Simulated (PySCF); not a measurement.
# Ionisation energy of Al by level of theory

Al [Ne] 3s2 3p1 [3p1/2^1, M_J = 1/2] → Al⁺ [Ne] 3s2, as a difference of total energies. All numbers are calculated (PySCF 2.14, the two-component X2C-1e Hamiltonian, in an uncontracted even-tempered set (20 s from 0.0085 bohr⁻², ratio 2.8; 14 p from 0.011 bohr⁻², ratio 2.8; 5 d from 0.25 bohr⁻², ratio 3)). Correlated levels: 1s2 frozen; the 50 highest virtual spinors dropped. "Screened" scales the spin-orbit matrix elements by Boettger's factors to mimic the two-electron term; Breit and QED terms are absent.

| method | ionisation energy (eV) |
| --- | --- |
| GHF (spin-free) | 5.601 |
| GMP2 (spin-free) | 5.689 |
| GHF (screened spin-orbit) | 5.610 |
| GMP2 (screened spin-orbit) | 5.698 |
| GHF (bare spin-orbit) | 5.612 |
| GMP2 (bare spin-orbit) | 5.700 |

Question: How much does correlation contribute at GMP2 (bare spin-orbit)?

Answer: 5.700 − (5.612) = 0.088 eV, measured against GHF (bare spin-orbit).

For comparison: 5.986 eV (measured; NIST Atomic Spectra Database, ionization energies).
